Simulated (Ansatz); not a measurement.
**SiN+ (singlet): B3LYP, wB97X-V over a scan of the distance Si1–N2, 6-31G**

How well do these functionals follow the top wave-function level for SiN+ (singlet) over a scan of the distance Si1–N2?

The runs use Ansatz 0.2.0, Gaussian basis; 6-31G, all electrons in the functionals.

To be run: B3LYP, wB97X-V, at 1.271 Å; 1.375 Å; 1.558 Å; 1.689 Å; 1.926 Å; 2.126 Å; 2.508 Å; 2.853 Å; 3.342 Å; 4.194 Å; 5.269 Å.

23 further runs of the same task are left out: 3 for a known fault of the program, 16 that didn't finish, 4 set aside as unsound or not needed.

## (1) The geometry

The geometry derives from a PBE0/def2-TZVP stationary point (not a proven minimum). One bond is set to the value named and the two fragments are kept rigid.

2 atoms, charge 1, spin multiplicity 1.

Atoms are counted from 1 here; the program's logs count them from 0.

Bond lengths: Si1–N2 1.558 Å.

No dispersion term is added; wB97X-V holds VV10 nonlocal correlation. B3LYP takes the VWN-RPA correlation.

The geometry shown and the zero of energy belong to the point 1.558 Å. The yardstick, FCI, and other wave-function levels (R restricted, U unrestricted, valence and pair active spaces) come from earlier runs.

## (2) B3LYP, 1.271 Å

in.yaml reads:

```yaml
crystal:
  periodic: [false, false, false]
  atoms:
    - {symbol: Si, position_ang: [0.000000, 0.000000, 0.000000]}
    - {symbol: N, position_ang: [0.000000, 0.000000, 1.271000]}
basis:
  gaussian: {orbitals: 6-31G}
total_charge: 1
magnetization: {spin_polarized: true, initial_magnetization: 0}
hamiltonian: {xc: {name: B3LYP}}
```

Started as:

```bash
ansatz run in.yaml --threads 1 --pin off --events-out ev --progress --plain --max-ram 2393MiB
```

The runs that follow: B3LYP, 1.375 Å; B3LYP, 1.558 Å; B3LYP, 1.689 Å; B3LYP, 1.926 Å; B3LYP, 2.126 Å; B3LYP, 2.508 Å; B3LYP, 2.853 Å; B3LYP, 3.342 Å; B3LYP, 4.194 Å; B3LYP, 5.269 Å; wB97X-V, 1.271 Å; wB97X-V, 1.375 Å; wB97X-V, 1.558 Å; wB97X-V, 1.689 Å; wB97X-V, 1.926 Å; wB97X-V, 2.126 Å; wB97X-V, 2.508 Å; wB97X-V, 2.853 Å; wB97X-V, 3.342 Å; wB97X-V, 4.194 Å; wB97X-V, 5.269 Å.

Q: Predict the results of all the runs planned. Wanted: span of the FCI curve; largest miss, B3LYP; largest miss, wB97X-V.

As calculated:

| quantity | value |
| --- | --- |
| span of the FCI curve | 116.0 kcal/mol |
| largest miss, B3LYP | -24.9 kcal/mol (5.269 Å) |
| largest miss, wB97X-V | -30.1 kcal/mol (5.269 Å) |

Of the functionals, B3LYP keep the smallest largest miss at the points compared (at most 24.9 kcal/mol) and wB97X-V strays most (30.1 kcal/mol, at 5.269 Å). B3LYP, wB97X-V clearly break the spin symmetry at some points (⟨S²⟩ up to 2.00 above the pure value), so energy there is bought with a mixed spin. Functionals and the yardstick converge differently with the basis, so part of each miss in 6-31G is the basis.
